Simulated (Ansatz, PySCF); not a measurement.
This Ansatz (a first-principles code) input computes a B3LYP/def2-TZVPD energy:

Ansatz 0.2 input:
```yaml
crystal:
  periodic: [false, false, false]
  atoms:
    - {symbol: F, position_ang: [-0.00000000, -0.00000000, -0.64654644]}
    - {symbol: F, position_ang: [0.00000000, 0.00000000, 0.64654644]}
basis:
  gaussian:
    orbitals: def2-TZVPD
hamiltonian:
  xc: {name: B3LYP}
total_charge: 1
magnetization: {spin_polarized: true, initial_magnetization: 1}
output: {forces: true}
```

### Question
Write an input for the same energy in PySCF and say what it gives.

### Answer

```python
from pyscf import gto, scf, dft

mol = gto.M(
    atom='''
    F    -0.00000000   -0.00000000   -0.64654644
    F     0.00000000    0.00000000    0.64654644
    ''',
    basis='def2-tzvpd',
    charge=1,
    spin=1,
    symmetry='D2h',
    verbose=4,
)

mf = dft.UKS(mol, xc='b3lyp').density_fit(auxbasis='def2-universal-jkfit')
mf.grids.level = 3
mf.conv_tol = 1e-9
mf.max_cycle = 100
mf.max_memory = 1500
mf.kernel()
if not mf.converged:
    mf = mf.newton()
    mf.kernel(mf.make_rdm1())
mf.analyze()
```
It gives -199.02606 Eh, and Ansatz -199.02603 Eh, a difference of 0.03 mEh, from the treatment of integrals and grids.
